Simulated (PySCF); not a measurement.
# Which basis set comes closest?

Molecule: SMILES CC(C#C)C, C5H8.

Molfile (atoms numbered from 1):
```
C5H8
     RDKit          3D

 13 12  0  0  0  0  0  0  0  0999 V2000
    2.2105   -1.1387   -0.4458 C   0  0  0  0  0  0  0  0  0  0  0  0
    1.2090   -0.5964   -0.0329 C   0  0  0  0  0  0  0  0  0  0  0  0
   -0.0107    0.0593    0.4414 C   0  0  0  0  0  0  0  0  0  0  0  0
   -1.2458   -0.7920    0.1369 C   0  0  0  0  0  0  0  0  0  0  0  0
   -0.1374    1.4704   -0.1381 C   0  0  0  0  0  0  0  0  0  0  0  0
    3.0994   -1.6197   -0.8087 H   0  0  0  0  0  0  0  0  0  0  0  0
    0.0787    0.1490    1.5397 H   0  0  0  0  0  0  0  0  0  0  0  0
   -1.1577   -1.7951    0.5779 H   0  0  0  0  0  0  0  0  0  0  0  0
   -1.3767   -0.9091   -0.9498 H   0  0  0  0  0  0  0  0  0  0  0  0
   -2.1499   -0.3126    0.5423 H   0  0  0  0  0  0  0  0  0  0  0  0
   -0.2316    1.4317   -1.2342 H   0  0  0  0  0  0  0  0  0  0  0  0
    0.7428    2.0825    0.1050 H   0  0  0  0  0  0  0  0  0  0  0  0
   -1.0306    1.9707    0.2662 H   0  0  0  0  0  0  0  0  0  0  0  0
  1  2  3  0
  2  3  1  0
  3  4  1  0
  3  5  1  0
  1  6  1  0
  3  7  1  0
  4  8  1  0
  4  9  1  0
  4 10  1  0
  5 11  1  0
  5 12  1  0
  5 13  1  0
M  END
```

Geometry PBE0-D3(BJ)/def2-SVP throughout; GIAO in PySCF 2.14.0 with density-fitted response routines, gas phase, one conformer, non-relativistic; equivalent atoms averaged; functional PBE0.

Reference values (measured; solution, not stated per compound (mostly CDCl3 or CCl4); Pretsch, Buehlmann, Badertscher, Structure Determination of Organic Compounds, 4th ed. (2009)): δ(C3) = 20.3 ppm, δ(C4/C5) = 22.8 ppm, δ(C2) = 89.2 ppm, δ(C1) = 67.6 ppm. Computed shifts are taken against TMS, calculated as an isolated molecule at each level.

How do the basis sets STO-3G, 6-31G, pcSseg-0, 6-31G*, def2-SVP, cc-pVDZ, pcSseg-1, 6-311+G(2d,p), aug-cc-pVDZ, def2-TZVP, IGLO-III, cc-pVTZ, pcSseg-2 perform against the reference? Times are CPU seconds on shared hosts with different chips, so compare them loosely.

## Answers


| basis set | functions | C3 | C4/C5 | C2 | C1 | mean abs. error C | core-s |
| --- | --- | --- | --- | --- | --- | --- | --- |
| STO-3G | 33 | 27.1 | 22.7 | 64.0 | 65.2 | 8.6 | 2.3 |
| 6-31G | 61 | 21.8 | 24.0 | 83.9 | 67.9 | 2.1 | 4 |
| pcSseg-0 | 61 | 19.6 | 26.1 | 94.3 | 80.5 | 5.5 | 5.9 |
| 6-31G* | 86 | 20.9 | 23.0 | 79.3 | 65.2 | 3.3 | 5.5 |
| def2-SVP | 110 | 19.8 | 23.0 | 84.8 | 68.3 | 1.5 | 6.7 |
| cc-pVDZ | 110 | 24.5 | 24.4 | 85.6 | 68.8 | 2.7 | 13 |
| pcSseg-1 | 125 | 22.5 | 24.6 | 92.7 | 74.0 | 3.5 | 12 |
| 6-311+G(2d,p) | 183 | 23.1 | 23.5 | 92.6 | 71.2 | 2.6 | 14 |
| aug-cc-pVDZ | 187 | 24.7 | 23.5 | 85.9 | 65.6 | 2.6 | 28 |
| def2-TZVP | 203 | 24.0 | 24.3 | 92.8 | 71.0 | 3.0 | 17 |
| IGLO-III | 255 | 24.2 | 24.7 | 94.8 | 73.2 | 4.2 | 41 |
| cc-pVTZ | 262 | 23.5 | 24.1 | 91.7 | 71.4 | 2.7 | 44 |
| pcSseg-2 | 292 | 24.6 | 25.1 | 95.9 | 74.3 | 5.0 | 32 |

For 13C the closest is def2-SVP (1.5 ppm) and the furthest STO-3G (8.6 ppm). Where a smaller basis beats a larger one, errors probably cancel; the largest sets show where the functional converges. One molecule is a small sample, and vibrational and solvent effects are absent from the calculation.

A small basis that lands close on one nucleus may do so by chance; judge by the trend and by all nuclei.
